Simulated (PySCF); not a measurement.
Bond length, frequency and bond energy of SiH⁺ by level of theory

State: ¹Σ⁺ (singlet), closed shell. Set-up: Si def2-TZVPPD, H def2-TZVPPD; no relativity (PySCF 2.14). De refers to Si⁺ + H in their high-spin ground configurations, without counterpoise correction. A positive dipole points towards H; it is taken about the centre of mass and depends on that origin.

```tsv
Level	Re (Å)	ωe (cm⁻¹)	De (eV)	μ (D)
RHF	1.496	2265	2.44	0.56
RHF-MP2	1.499	2223	3.22	n/a
RHF-SCS-MP2	1.499	2219	3.34	n/a
RHF-CCSD	1.505	2172	3.36	n/a
RHF-CCSD(T)	1.507	2161	3.37	n/a
PBE	1.533	2047	3.27	0.42
TPSS	1.516	2126	3.45	0.48
r²SCAN	1.517	2115	3.26	0.48
r²SCANh	1.514	2135	3.24	0.49
B3LYP	1.515	2121	3.36	0.40
PBE0	1.519	2124	3.24	0.47
MN15	1.495	2201	3.40	0.39
M06-2X	1.503	2200	3.40	0.43
LC-ωPBE	1.508	2196	3.21	0.56
```

The bond length runs from 1.495 Å (MN15) to 1.533 Å (PBE). De spans 2.44 eV (RHF, mean field) to 3.45 eV (TPSS, meta-GGA). Correlation at CCSD(T) changes the Hartree–Fock bond energy by +0.93 eV; the triples alone change it by +0.01 eV.

Correlated steps freeze 5 core orbitals. For an ion De counts to the pair picked by the measured ionisation energies or electron affinities, which need not be the lowest pair at this level. Where the molecule has an RHF reference, its open-shell atoms are computed with UHF.

The whole job (state search and all levels along the bond) took about 1.2 min on 1 thread of AMD EPYC 9R45 96-Core (shared host), peak memory 1 GiB.
